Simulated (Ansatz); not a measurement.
**Worked example: correlation energy of BH$_{2}$⁻, singlet**

Geometry: a point of a stretch scan, not a stationary point.

```xyz
3

B     0.0000   -0.1595    0.0446
H     0.0000    1.0855   -1.4924
H     0.0000    0.6255    1.0137
```

Basis 6-31++G** (Cartesian d functions); Ansatz 0.2.0. Correlated methods freeze the noble-gas cores, which leaves 6 electrons in 30 orbitals. R marks a restricted (for open shells ROHF) determinant.

Full CI is exact within this basis and frozen core; it isn't the basis-set limit.

Runs differ by some tens of microhartree through their thresholds, so steps under 0.03 kcal/mol mean nothing.

```json
{"level": "RHF", "total energy (hartree)": "-25.659709"}
{"level": "RMP2", "total energy (hartree)": "-25.749648"}
{"level": "RCCSD", "total energy (hartree)": "-25.776970"}
{"level": "RCCSD(T)", "total energy (hartree)": "-25.780921"}
{"level": "RCCSDT", "total energy (hartree)": "-25.781942"}
{"level": "RCCSDT(Q)", "total energy (hartree)": "-25.782054"}
{"level": "RCCSDTQ", "total energy (hartree)": "-25.782079"}
{"level": "full CI", "total energy (hartree)": "-25.782074"}
```

Task: What is the correlation energy at full CI, and what share of it do RMP2 and RCCSD(T) recover?

Result: E(corr) = -25.782074 − (-25.659709) = -0.122365 hartree = -3.330 eV. RMP2: -0.089939 / -0.122365 = 73.50 %. RCCSD(T): -0.121212 / -0.122365 = 99.06 %.

Task: By how many kcal/mol does RCCSD(T) miss full CI (1 hartree = 627.509 kcal/mol), and which steps make up the rest?

Result: -25.780921 − (-25.782074) = 0.001153 hartree = 0.72 kcal/mol. Steps: RCCSDT − RCCSD(T) = -0.64, RCCSDT(Q) − RCCSDT = -0.07, RCCSDTQ − RCCSDT(Q) = -0.02, full CI − RCCSDTQ = 0.00 kcal/mol. That is within 1 kcal/mol of the reference in this basis, which itself misses far more of the correlation at the basis-set limit.
